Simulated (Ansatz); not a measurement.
# How far each method lies from full CI for AsH⁻, doublet

Geometry: a point of a stretch scan, not a stationary point.

```xyz
2

As    0.0000    0.0000    0.0000
H     0.0000    0.0000    3.3200
```

Basis aug-cc-pVDZ; Ansatz 0.2.0. Only valence electrons are correlated (noble-gas cores and the filled d shells of p-block atoms frozen), which leaves 7 electrons in 31 orbitals. R marks a restricted (for open shells ROHF) determinant, U an unrestricted one. Active spaces: pair = (3e, 3o) about the gap; valence = (7e, 5o) chosen from the atoms' valence shells. No spin–orbit coupling is included, and no scalar relativity.

Full CI is exact within this basis and frozen core; it isn't the basis-set limit. The frozen core follows each run's orbitals, which can shift R against U totals by a few meV for light atoms and by up to 0.1 eV past Ca.

For open shells CISD is restricted-active-space CI with the open shells as a complete middle space.

BCCD(T) turns its orbitals far from the restricted determinant (T1 = 0.294 for the singles of that rotation), so its spin and state can't be checked, and it isn't compared.

```
UHF ⟨S²⟩                            : 1.720
⟨S²⟩ of the determinant under UCCSD : 1.786
T1 diagnostic (RCCSD)               : 0.1651
largest doubles amplitude (RCCSD)   : 0.221
```

```
   level  E − E(RHF) (eV)
    RMP2          -2.8765
   RCCSD          -4.0856
RCCSD(T)          -4.3896
```

**Question.** Estimate how far full CI in aug-cc-pVDZ lies from RCCSD(T). The table doesn't fix it; the size of (T) and the diagnostics are the guide.

**Answer.** Full CI in aug-cc-pVDZ lies 1.79 mEh below RCCSD(T), which is 16 % of the (T) step (-11.17 mEh). T1 is very large, a doubles amplitude is large, but (T) still catches most of what CCSD lacks. The miss exceeds 1 kcal/mol.

The other levels:

| level | E − E(full CI) (mEh) | share of correlation (%) | wall time |
| --- | --- | --- | --- |
| CISD | 30.02 | 81.59 | 3 s |
| RCCSDT | 1.44 | 99.12 | – |
| RCCSDT(Q) | -0.06 | 100.04 | 18 s |
| RCCSDTQ | 0.10 | 99.94 | 43 s (H100) |
| CASSCF (pair space) | 108.09 | 33.73 | – |
| NEVPT2 (pair space) | 22.66 | 86.10 | 5.5 s |
| MRCISD (pair space) | 9.55 | 94.15 | – |
| MRCISD+Q (pair space) | 1.30 | 99.20 | 6 s |
| CASSCF (valence space) | 107.55 | 34.06 | – |
| NEVPT2 (valence space) | 31.17 | 80.89 | 3.4 s |
| MRCISD (valence space) | 9.23 | 94.34 | – |
| MRCISD+Q (valence space) | 1.06 | 99.35 | 3.6 s |

The correlation energy at full CI, counted from RHF, is -4.438 eV. That run took 27 s on 2 threads of AMD EPYC 7R13 with a shared H100 80 GB, shared host over 35,359,296 determinants.

Run but not shown, since their state, orbitals or frozen core can't be matched to the reference's or they repeat it: UHF, UMP2, UCCSD, UCCSD(T), BCCD(T), UCCSDT, UCCSDT(Q), UCCSDTQ.

Times hold each run's SCF and search for its determinant on a shared host, so for small cases they say little of a method's own cost; rows without a card ran on 1 thread of AMD EPYC 7R13.

Unrestricted levels hold only the spin's projection, and here they fall towards a lower state of higher spin.

The full-CI state has the irrep B2 of C2v, in the program's axes (one component, if the state is degenerate).

Natural occupations of full CI about the gap: 1.949 1.904 1.513 0.985 0.476 0.039 0.020 0.018 0.017 0.015; effectively unpaired electrons, Σ n²(2−n)², 2.12. No single determinant describes this state well, so single-reference rows can miss without a flag.
